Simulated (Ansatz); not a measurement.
Reaction (SMILES): C#N (CH-N) → CHN+ (doublet, bonded as C#N) + e-
B3LYP-D3(BJ)/def2-TZVP geometries, fixed; electronic energies without zero-point terms.

The adiabatic ionisation energy at MP2 with Ansatz (a first-principles code), in eV, split into its Hartree-Fock and correlation parts. Cores are frozen. Open shells are unrestricted. No added dispersion term, no relativity. Functions are those of the species that has most.

```json
[
 {"basis": "cc-pVDZ", "X": "2", "functions": "33", "Hartree-Fock": "11.940", "MP2": "13.555"},
 {"basis": "cc-pVTZ", "X": "3", "functions": "74", "Hartree-Fock": "11.981", "MP2": "13.884"},
 {"basis": "cc-pVQZ", "X": "4", "functions": "140", "Hartree-Fock": "11.991", "MP2": "13.996"},
 {"basis": "cc-pV5Z", "X": "5", "functions": "237", "Hartree-Fock": "11.991", "MP2": "14.040"}
]
```

Worked estimate of the basis-set limit from each neighbouring pair, with Hartree-Fock from the larger set and the correlation part extrapolated as X^-3.
Correlation parts: X = 2: 1.615, X = 3: 1.903, X = 4: 2.005, X = 5: 2.049.
- (2,3): (27·(1.903) - 8·(1.615))/19 = 2.024; with Hartree-Fock 11.981 the estimate is 14.005 eV.
- (3,4): (64·(2.005) - 27·(1.903))/37 = 2.079; with Hartree-Fock 11.991 the estimate is 14.070 eV.
- (4,5): (125·(2.049) - 64·(2.005))/61 = 2.095; with Hartree-Fock 11.991 the estimate is 14.086 eV.
The last two estimates differ by 0.016 eV; the largest set lies 0.046 from the last. Over the last step Hartree-Fock moves by 0.000 and the correlation part by 0.044.
